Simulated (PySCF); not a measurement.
**OH: spin, charge, geometry and surroundings**

One physical setting of the base script is moved in each run, with the edits that it forces.

Computed with PySCF 2.14.0. Level: each script names its method and basis.

6 further runs of the same task are left out: 6 that didn't finish.

## 1. The starting structure

OH: 2 atoms, charge 0, spin multiplicity 2.

Bond lengths: H1–O2 0.828 Å.

## 2. Base script

input.py

```python
from pyscf import gto, scf, mcscf

mol = gto.M(
    atom='H 0 0 0; O 0 0 0.828',
    basis='jorge-tzp-dkh',
    charge=0,
    spin=1,
    verbose=4,
)
mf = scf.ROHF(mol)
mf = mf.sfx2c1e()
mf.kernel()
mc = mcscf.CASSCF(mf, 5, 3)
mc.kernel()
mc.analyze()
mf.dip_moment()
print('orbital energies (hartree):', mf.mo_energy[..., max(0, mol.nelec[1]-3):mol.nelec[0]+3].round(4))
```

Run with:

```sh
> python input.py
```

The log of this run is left out.

In short: E(SCF) = -75.445917 Eh, 8 cycles, E(CAS) − E(SCF) = -0.03147 Eh, μ = 1.69 D (of the SCF density).

The bond length is a typed value, not an optimised one.

## 3. Charge +1 (triplet)

Run 1 changes charge: 0 → 1; spin (2S): 1 → 2; active space: 3 electrons in 5 orbitals → 6 electrons in 6 orbitals.

input.py

```python
from pyscf import gto, scf, mcscf

mol = gto.M(
    atom='H 0 0 0; O 0 0 0.828',
    basis='jorge-tzp-dkh',
    charge=1,
    spin=2,
    verbose=4,
)
mf = scf.ROHF(mol)
mf = mf.sfx2c1e()
mf.kernel()
mc = mcscf.CASSCF(mf, 6, 6)
mc.kernel()
mc.analyze()
mf.dip_moment()
print('orbital energies (hartree):', mf.mo_energy[..., max(0, mol.nelec[1]-3):mol.nelec[0]+3].round(4))
```

Run with:

```sh
> python input.py
```

## 4. Bond 1.656 Å

Run 2 changes bond length: 0.828 Å → 1.656 Å.

input.py: that of step 2 with these lines changed.

```diff
@@ -3,3 +3,3 @@
 mol = gto.M(
-    atom='H 0 0 0; O 0 0 0.828',
+    atom='H 0 0 0; O 0 0 1.656',
     basis='jorge-tzp-dkh',
```

## 5. Bond 1.242 Å

Run 3 changes bond length: 0.828 Å → 1.242 Å.

input.py: that of step 2 with these lines changed.

```diff
@@ -3,3 +3,3 @@
 mol = gto.M(
-    atom='H 0 0 0; O 0 0 0.828',
+    atom='H 0 0 0; O 0 0 1.242',
     basis='jorge-tzp-dkh',
```

## 6. Lengths in bohr

Run 4 changes length unit: angstrom → bohr; bond length: 0.828 Å → 0.828 bohr.

input.py: that of step 2 with these lines changed.

```diff
@@ -7,2 +7,3 @@
     spin=1,
+    unit='bohr',
     verbose=4,
```

## 7. Quartet

Run 5 changes spin (2S): 1 → 3; active space: 3 electrons in 5 orbitals → 7 electrons in 8 orbitals.

input.py: that of step 2 with these lines changed.

```diff
@@ -6,3 +6,3 @@
     charge=0,
-    spin=1,
+    spin=3,
     verbose=4,
@@ -12,3 +12,3 @@
 mf.kernel()
-mc = mcscf.CASSCF(mf, 5, 3)
+mc = mcscf.CASSCF(mf, 8, 7)
 mc.kernel()
```

## 8. Charge -1 (singlet)

Run 6 changes charge: 0 → -1; spin (2S): 1 → 0; active space: 3 electrons in 5 orbitals → 6 electrons in 6 orbitals.

input.py: that of step 2 with these lines changed.

```diff
@@ -5,4 +5,4 @@
     basis='jorge-tzp-dkh',
-    charge=0,
-    spin=1,
+    charge=-1,
+    spin=0,
     verbose=4,
@@ -12,3 +12,3 @@
 mf.kernel()
-mc = mcscf.CASSCF(mf, 5, 3)
+mc = mcscf.CASSCF(mf, 6, 6)
 mc.kernel()
```

**Question.** What will these runs give? Wanted: for each run, E(SCF); from base; SCF dipole; after the SCF.

The runs gave:

| run | E(SCF) (hartree) | from base (eV) | cycles | SCF dipole (D) | after the SCF |
| --- | --- | --- | --- | --- | --- |
| base | -75.445917 | 0 | 8 | 1.69 | CASSCF correlation -0.856 eV |
| charge +1 (triplet) | -75.011071 | +11.8328 | 8 | n/a | CASSCF correlation -1.027 eV |
| bond 1.656 Å | -75.314488 | +3.5764 | 9 | 2.17 | CASSCF correlation -2.381 eV |
| bond 1.242 Å | -75.418219 | +0.7537 | 8 | 1.99 | CASSCF correlation -1.360 eV |
| lengths in bohr (poor choice) | -74.212850 | not comparable | 8 | 1.32 | CASSCF correlation -0.813 eV |
| quartet | -75.153247 | +7.9640 | 8 | 2.68 | CASSCF correlation -1.230 eV |
| charge -1 (singlet) | -75.426544 | +0.5272 | 9 | n/a | CASSCF correlation -2.504 eV |

What this shows: The largest comparable shift of the SCF energy, +7.964 eV, comes with the run “quartet”. At the SCF level, going to the triplet with one electron fewer costs 11.83 eV at fixed geometry, which need not be the lowest ionisation. The quartet solution found lies 7.96 eV above the base doublet at this geometry and level. At the SCF level, adding an electron (to the singlet) costs 0.53 eV at fixed geometry; correlation, diffuse functions and relaxation can still bind it. Rows marked «poor choice» come from settings spoiled on purpose.
